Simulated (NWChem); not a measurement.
# H3NO (hydroxylamine) at M06-2X/def2-TZVPP, part 2 of 2

NWChem 7.3.0.

## 3. The triplet: a single-point energy at UM06-2X/def2-TZVPP

The input, run.py:

```python
from ase import Atoms
from ase.calculators.nwchem import NWChem

atoms = Atoms(['N', 'O', 'H', 'H', 'H'], positions=[
    [-0.165120, -0.361290, -0.321170],
    [0.364460, 0.666040, 0.508060],
    [-0.162690, -1.190020, 0.266770],
    [-1.141650, -0.109840, -0.446210],
    [1.105010, 0.995100, -0.007440],
])

calc = NWChem(
    label='h3no',
    theory='dft',
    memory='2200 mb',
    basis='def2-TZVPP',
    basispar='spherical bse',
    dft={'xc': 'm06-2x', 'mult': '3', 'grid': 'fine', 'convergence': 'energy 1e-08', 'iterations': '100', 'mulliken': None, 'print': 'low'},
    task='energy',
)
atoms.calc = calc

print("Total energy (eV):", round(atoms.get_potential_energy(), 6))
```

Command:

```sh
$ export ASE_NWCHEM_COMMAND="nwchem PREFIX.nwi > PREFIX.nwo"
$ python run.py
```

Standard output:

```text
Total energy (eV): -3577.275053
```

The calculator wrote h3no.nwi:

```
title "h3no"

permanent_dir h3no

scratch_dir h3no

start h3no

geometry units angstrom nocenter noautosym noautoz
  N  -1.6511999999999999e-01 -3.6129000000000000e-01 -3.2117000000000001e-01
  O  3.6446000000000001e-01 6.6603999999999997e-01 5.0805999999999996e-01
  H  -1.6269000000000000e-01 -1.1900200000000001e+00 2.6677000000000001e-01
  H  -1.1416500000000001e+00 -1.0983999999999999e-01 -4.4621000000000000e-01
  H  1.1050100000000000e+00 9.9509999999999998e-01 -7.4400000000000004e-03
end

memory 2200 mb

basis spherical bse noprint
   * library def2-TZVPP
end

dft
  xc m06-2x
  mult 3
  grid fine
  convergence energy 1e-08
  iterations 100
  mulliken
  print low
end

task dft energy
```

h3no.nwo:

```text
Northwest Computational Chemistry Package (NWChem) 7.3.0
             --------------------------------------------------------

           Job information
           ---------------

    nwchem branch   = 7.3.0
    use scalapack   = T
    input           = h3no.nwi
    prefix          = h3no.
    data base       = h3no/h3no.db
    status          = startup
    nproc           =        1

           Memory information
           ------------------

    heap     =     72089596 doubles =      550.0 Mbytes
    stack    =     72089601 doubles =      550.0 Mbytes
    global   =    144179200 doubles =     1100.0 Mbytes (distinct from heap & stack)
    total    =    288358397 doubles =     2200.0 Mbytes
    verify   = yes
    hardfail = no

           Directory information
           ---------------------

  0 permanent = h3no
  0 scratch   = h3no

                                NWChem Input Module
                                -------------------

                                       h3no
                                       ----

 Scaling coordinates for geometry "geometry" by  1.889725989
 (inverse scale =  0.529177249)

                             Geometry "geometry" -> ""
                             -------------------------

 Output coordinates in angstroms (scale by  1.889725989 to convert to a.u.)

  No.       Tag          Charge          X              Y              Z
 ---- ---------------- ---------- -------------- -------------- --------------
    1 N                    7.0000    -0.16512000    -0.36129000    -0.32117000
    2 O                    8.0000     0.36446000     0.66604000     0.50806000
    3 H                    1.0000    -0.16269000    -1.19002000     0.26677000
    4 H                    1.0000    -1.14165000    -0.10984000    -0.44621000
    5 H                    1.0000     1.10501000     0.99510000    -0.00744000

      Atomic Mass
      -----------

      N                 14.003070
      O                 15.994910
      H                  1.007825

 Effective nuclear repulsion energy (a.u.)      39.5936692615

            Nuclear Dipole moment (a.u.)
            ----------------------------
        X                 Y               Z
 ---------------- ---------------- ----------------
     2.9489363024     4.7139781703     3.0791384231

            XYZ format geometry
            -------------------
     5
 geometry
 N                    -0.16512000    -0.36129000    -0.32117000
 O                     0.36446000     0.66604000     0.50806000
 H                    -0.16269000    -1.19002000     0.26677000
 H                    -1.14165000    -0.10984000    -0.44621000
 H                     1.10501000     0.99510000    -0.00744000

 ==============================================================================
                                internuclear distances
 ------------------------------------------------------------------------------
       center one      |      center two      | atomic units |  angstroms
 ------------------------------------------------------------------------------
    2 O                |   1 N                |     2.68812  |     1.42249
    3 H                |   1 N                |     1.92016  |     1.01611
    4 H                |   1 N                |     1.92016  |     1.01611
    5 H                |   2 O                |     1.81496  |     0.96043
 ------------------------------------------------------------------------------
                         number of included internuclear distances:          4
 ==============================================================================

 ==============================================================================
                                 internuclear angles
 ------------------------------------------------------------------------------
        center 1       |       center 2       |       center 3       |  degrees
 ------------------------------------------------------------------------------
    2 O                |   1 N                |   3 H                |   104.53
    2 O                |   1 N                |   4 H                |   104.53
    3 H                |   1 N                |   4 H                |   105.98
    1 N                |   2 O                |   5 H                |   102.80
 ------------------------------------------------------------------------------
                            number of included internuclear angles:          4
 ==============================================================================

                                 NWChem DFT Module
                                 -----------------

                                       h3no

  Caching 1-el integrals
   Time after variat. SCF:      0.2

     ---------------------------------------------
      Total Density - Mulliken Population Analysis
     ---------------------------------------------

    Atom       Charge   Shell Charges
 -----------   ------   -------------------------------------------------------
    1 N    7     6.92   0.82  1.16  0.56  0.79  0.21  1.23  1.40  0.70  0.01  0.04  0.00
    2 O    8     8.14   0.80  1.18  0.64  0.94 -0.06  1.89  2.00  0.75  0.00  0.02  0.00
    3 H    1     0.75   0.23  0.38  0.10  0.01  0.03  0.00
    4 H    1     0.75   0.23  0.38  0.10  0.01  0.03  0.00
    5 H    1     1.43   0.21  0.40  0.79  0.03 -0.00  0.01

     --------------------------------------------
      Spin Density - Mulliken Population Analysis
     --------------------------------------------

    Atom       Charge   Shell Charges
 -----------   ------   -------------------------------------------------------
    1 N    7     1.12   0.00 -0.00  0.02  0.04  0.03  0.32  0.35  0.34  0.00  0.00  0.00
    2 O    8    -0.04   0.00 -0.00  0.04  0.02 -0.33  0.13  0.10 -0.01  0.00  0.00  0.00
    3 H    1     0.05   0.01  0.01  0.01  0.00  0.01  0.00
    4 H    1     0.05   0.01  0.01  0.01  0.00  0.01  0.00
    5 H    1     0.82   0.02  0.11  0.74  0.01 -0.05 -0.00
   Time prior to 1st pass:      0.2

           Memory utilization after 1st SCF pass:
           Heap Space remaining (MW):       37.68            37683188
          Stack Space remaining (MW):       72.09            72088572

   convergence    iter        energy       DeltaE   RMS-Dens  Diis-err    time
 ---------------- ----- ----------------- --------- --------- ---------  ------
 d= 0,ls=0.0,diis     1   -131.3887423836 -1.71D+02  1.28D-02  1.75D-01     1.8
                                                     3.03D-03  1.41D-01
 d= 0,ls=0.0,diis     2   -131.3357809987  5.30D-02  4.24D-03  3.38D-01     3.5
                                                     1.86D-03  3.34D-01
 d= 0,ls=0.0,diis     3   -131.4605935129 -1.25D-01  1.43D-03  3.36D-03     5.1
                                                     3.47D-04  3.62D-03
 d= 0,ls=0.0,diis     4   -131.4618250371 -1.23D-03  1.34D-03  1.55D-03     6.7
                                                     1.43D-04  1.00D-03
 d= 0,ls=0.0,diis     5   -131.4621002689 -2.75D-04  4.65D-04  1.43D-04     8.4
                                                     2.08D-04  2.73D-04
  Resetting Diis
 d= 0,ls=0.0,diis     6   -131.4623358389 -2.36D-04  4.18D-04  2.89D-05    10.1
                                                     1.21D-04  3.78D-05
 d= 0,ls=0.0,diis     7   -131.4624170585 -8.12D-05  1.29D-04  4.84D-06    11.8
                                                     3.07D-05  4.57D-06
 d= 0,ls=0.0,diis     8   -131.4624261268 -9.07D-06  7.71D-05  1.52D-06    13.5
                                                     1.36D-05  2.70D-06
 d= 0,ls=0.0,diis     9   -131.4624295000 -3.37D-06  1.16D-04  2.44D-06    15.2
                                                     1.99D-05  1.84D-06
 d= 0,ls=0.0,diis    10   -131.4624333908 -3.89D-06  7.17D-05  1.68D-07    16.9
                                                     1.07D-05  2.53D-07
 d= 0,ls=0.0,diis    11   -131.4624342376 -8.47D-07  3.02D-05  6.20D-08    18.6
                                                     2.48D-06  3.98D-08
 d= 0,ls=0.0,diis    12   -131.4624343398 -1.02D-07  1.55D-05  2.19D-08    20.3
                                                     1.45D-06  2.77D-08
 d= 0,ls=0.0,diis    13   -131.4624343739 -3.41D-08  2.16D-05  4.09D-09    22.0
                                                     7.93D-07  3.63D-09
 d= 0,ls=0.0,diis    14   -131.4624343999 -2.60D-08  2.35D-05  3.37D-09    23.7
                                                     7.00D-07  2.02D-09
 d= 0,ls=0.0,diis    15   -131.4624344233 -2.34D-08  2.97D-05  2.30D-09    25.4
                                                     8.09D-07  1.16D-09
 d= 0,ls=0.0,diis    16   -131.4624344491 -2.58D-08  1.24D-04  1.62D-09    27.1
                                                     3.41D-06  8.55D-10
 d= 0,ls=0.0,diis    17   -131.4624345116 -6.24D-08  4.36D-05  1.32D-10    28.8
                                                     1.22D-06  1.20D-10
 d= 0,ls=0.0,diis    18   -131.4624345193 -7.78D-09  1.86D-06  3.32D-12    30.5
                                                     9.13D-08  6.78D-12

         Total DFT energy =     -131.462434519342
      One electron energy =     -257.112697218129
           Coulomb energy =      102.505978975507
    Exchange-Corr. energy =      -16.449385538256
 Nuclear repulsion energy =       39.593669261536

 Numeric. integr. density =       18.000000997178

     Total iterative time =     30.4s

     ---------------------------------------------
      Total Density - Mulliken Population Analysis
     ---------------------------------------------

    Atom       Charge   Shell Charges
 -----------   ------   -------------------------------------------------------
    1 N    7     7.22   0.82  1.15  0.58  0.79  0.22  1.47  1.44  0.68  0.01  0.07  0.00
    2 O    8     7.97   0.80  1.18  0.64  0.91  0.02  1.83  1.81  0.76  0.00  0.02  0.00
    3 H    1     0.79   0.26  0.40  0.07  0.01  0.03  0.00
    4 H    1     0.79   0.26  0.40  0.07  0.01  0.03  0.00
    5 H    1     1.24   0.24  0.36  0.58  0.02  0.03  0.01

     --------------------------------------------
      Spin Density - Mulliken Population Analysis
     --------------------------------------------

    Atom       Charge   Shell Charges
 -----------   ------   -------------------------------------------------------
    1 N    7     1.28   0.00 -0.00  0.04  0.05  0.06  0.44  0.38  0.30  0.00  0.01  0.00
    2 O    8     0.05   0.00 -0.00  0.05  0.03 -0.32  0.20  0.12 -0.04  0.00  0.00  0.00
    3 H    1     0.02  -0.00 -0.01  0.01  0.00  0.01  0.00
    4 H    1     0.02  -0.00 -0.01  0.01  0.00  0.01  0.00
    5 H    1     0.63   0.02  0.10  0.53  0.00 -0.02  0.00

     -------------------------------------------
      Total Density - Lowdin Population Analysis
     -------------------------------------------

    Atom       Charge   Shell Charges
 -----------   ------   -------------------------------------------------------
    1 N    7     6.65   0.89  1.06  0.42  0.41  0.22  1.27  1.36  0.71  0.01  0.28  0.02
    2 O    8     7.79   0.88  1.08  0.56  0.57  0.30  1.66  1.75  0.90  0.00  0.08  0.01
    3 H    1     1.04   0.25  0.35  0.14  0.03  0.21  0.06
    4 H    1     1.04   0.25  0.35  0.14  0.03  0.21  0.06
    5 H    1     1.47   0.23  0.32  0.40  0.06  0.36  0.10

     ------------------------------------------
      Spin Density - Lowdin Population Analysis
     ------------------------------------------

    Atom       Charge   Shell Charges
 -----------   ------   -------------------------------------------------------
    1 N    7     1.00   0.00  0.00  0.03  0.02  0.02  0.41  0.29  0.14  0.00  0.08  0.00
    2 O    8     0.41   0.00  0.00  0.05  0.03  0.00  0.19  0.10  0.00  0.00  0.02  0.00
    3 H    1     0.08  -0.00 -0.00  0.01  0.01  0.06  0.01
    4 H    1     0.08  -0.00 -0.00  0.01  0.01  0.06  0.01
    5 H    1     0.42   0.01  0.02  0.29  0.01  0.07  0.01

     --------------------------
     Expectation value of S2:
     --------------------------
      <S2> =      2.0084 (Exact =     2.0000)

 Task  times  cpu:       30.5s     wall:       30.5s
 Total times  cpu:       30.6s     wall:       30.6s
```

Wall time 32 s (1 thread of Intel Xeon 6975P-C (Granite Rapids), shared host); peak memory 0.12 GiB.

## 4. Outcome

The summary covers parts 1 to 2.

At M06-2X/def2-TZVPP:

| quantity | value |
| --- | --- |
| singlet: total energy | -131.71857 Eh |
| singlet: dipole moment | 0.58 D |
| singlet: largest force on an atom | 0.120 eV/Å |
| triplet: total energy | -131.46243 Eh |
| triplet: ⟨S²⟩ | 2.008 |
| vertical energy of the triplet above the singlet | 6.970 eV |

What this shows: At this shape the triplet lies 6.97 eV (672 kJ/mol) above the singlet. Mulliken charges (singlet) run from -0.33 on O2 to +0.24 on H5. Mulliken charges (triplet) run from -0.24 on H5 to +0.21 on H3; they depend strongly on the basis.
